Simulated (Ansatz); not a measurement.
Calculation: frozen-core CCSD(T)/cc-pVTZ // PBE-D3(BJ)/def2-SVP (Ansatz, a program for electronic structure).

Ansatz 0.2 input:
```yaml
crystal:
  periodic: [false, false, false]
  atoms:
    - { symbol: C, position_ang: [1.166789, 0.064713, -0.032354] }
    - { symbol: O, position_ang: [0.072839, -0.772437, -0.304248] }
    - { symbol: C, position_ang: [-1.157382, -0.164465, -0.006935] }
    - { symbol: H, position_ang: [1.138764, 1.009682, -0.631645] }
    - { symbol: H, position_ang: [1.221546, 0.35633, 1.046933] }
    - { symbol: H, position_ang: [2.091472, -0.486889, -0.292657] }
    - { symbol: H, position_ang: [-1.961956, -0.886582, -0.248325] }
    - { symbol: H, position_ang: [-1.327427, 0.766501, -0.604673] }
    - { symbol: H, position_ang: [-1.244644, 0.113149, 1.073905] }
basis:
  gaussian: { orbitals: cc-pVTZ }
correlation:
  method: ccsd_t
```

Output:

```
Functional definition: HF
989 factors; integrals over basis functions are off by at most 8.4e-4 eV
mean field evaluation 1: about -4192.1684 eV, gradient 2.6e1 eV
mean field evaluation 2: about -4192.1700 eV, gradient 2.6e1 eV
mean field evaluation 4: about -4193.8706 eV, gradient 4.0e0 eV
mean field evaluation 8: about -4193.9046 eV, gradient 7.3e-5 eV
mean field evaluation 16: about -4193.9034 eV, gradient 5.9e-1 eV
mean field -4193.90458641 eV, -154.1231508200 hartree, gradient 7.7e-7 eV, S^2 0.000000; 0 other end points of the search recorded, 0 dependent functions left out
3 core orbitals not correlated
reference -4193.90458641 eV, -154.1231508200 hartree; 10, 10 occupied and 161, 161 virtual orbitals, 989 factors
second order -16.30470812 eV of doubles, -0.00000000 eV of singles
cycle   1  -16.65396222 eV  change   -3.5e-1 eV  update   7.9e-2
cycle   2  -17.05258144 eV  change   -4.0e-1 eV  update   2.2e-2
cycle   3  -17.13042227 eV  change   -7.8e-2 eV  update   1.0e-2
cycle   4  -17.12570395 eV  change    4.7e-3 eV  update   2.1e-3
cycle   5  -17.12613514 eV  change   -4.3e-4 eV  update   8.8e-4
cycle   6  -17.12656559 eV  change   -4.3e-4 eV  update   2.5e-4
cycle   7  -17.12644555 eV  change    1.2e-4 eV  update   9.4e-5
cycle   8  -17.12642852 eV  change    1.7e-5 eV  update   3.0e-5
cycle   9  -17.12643508 eV  change   -6.6e-6 eV  update   8.4e-6
perturbative correction -0.61593885 eV, -0.0226353354 hartree
Total energy: -4211.64696035 eV, -154.7751710359 hartree
```

Cost: very roughly 21 core-seconds.
